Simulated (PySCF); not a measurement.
Species: C₄H₁₀.
SMILES: `C(C)(C)C`

Linear response at PBE0/aug-cc-pVTZ (PySCF, frozen core in the response, non-relativistic). Geometry: PBE0-D3(BJ)/def2-TZVP; no solvent, vibrations or thermal averaging.

Static isotropic polarisability: 53.22 au (7.89 Å³), principal values 48.7, 55.5, 55.5 au.

Question: What is the polarisability at 1064 nm and at the sodium D line?

Answer: 53.59 au at 1064 nm (+0.7 %), 54.47 au at 589.3 nm (+2.4 %). The rise at 589.3 nm is 3.34 times that at 1064 nm; a pure ω² law gives 3.26. The lowest singlet lies at 156 nm, shorter than both wavelengths.

Question: What is the isotropic C6 coefficient between two such molecules, C6 = (3/π)∫α(iω)² dω?

Answer: 1235 au (Eh·bohr⁶) by a ten-point quadrature over imaginary frequencies, which is 738 eV·Å⁶ or 71.2 J·nm⁶/mol.

Question: Which effective excitation energy ω̄ makes London's formula C6 = (3/4)α²ω̄ exact here?

Answer: ω̄ = 4·C6/(3α²) = 0.581 Eh = 15.8 eV. A one-pole form α(ω) = α/(1 − ω²/ω̄²) fitted to the 1064 nm value gives 13.9 eV.

Question: The lowest 10 singlets have (eV, f): 7.93, 0.005; 8.15, 0.067; 8.15, 0.067; 8.50, 0.135; 8.58, 0.005; 8.59, 0.005; 8.73, 0.001; 8.73, 0.001; 8.79, 0.003; 8.79, 0.003. What share of the static polarisability do they carry in the sum over states α = Σ f/ω²?

Answer: 3.10 au, 5.8 % of α; the largest term, 1.39 au, is that of the state at 8.50 eV. Their oscillator strengths add up to 0.29. Higher states carry the rest.

Question: How many electrons N does the Slater–Kirkwood formula C6 = (3/4)·√N·α^(3/2) need to give this C6?

Answer: N = (4·C6/3)²/α³ = 18.0; the species has 34 electrons in all.

Question: What n − 1 at the D line would an ideal gas of it have at 273.15 K and 1 atm (2.6868 × 10¹⁹ cm⁻³), by n − 1 = 2π·N·α′?

Answer: 13.63 × 10⁻⁴, a formal value whether or not that pressure can be reached.

Question: What molar refraction at the D line follows from R = (4π/3)·N_A·α′, with α′ the polarisability volume?

Answer: α′ = 8.07 Å³ gives R = 20.36 cm³/mol, for isolated, non-vibrating species.

Question: What three-body coefficient follows from the one-pole estimate C9 = (3/4)·α·C6?

Answer: 49300 au. This is an estimate from the two numbers above, not a computed integral.

Question: How anisotropic is the static polarisability, by Δα² = ½[(α1 − α2)² + (α2 − α3)² + (α3 − α1)²]?

Answer: Δα = 6.8 au, or 0.13 of the isotropic value.
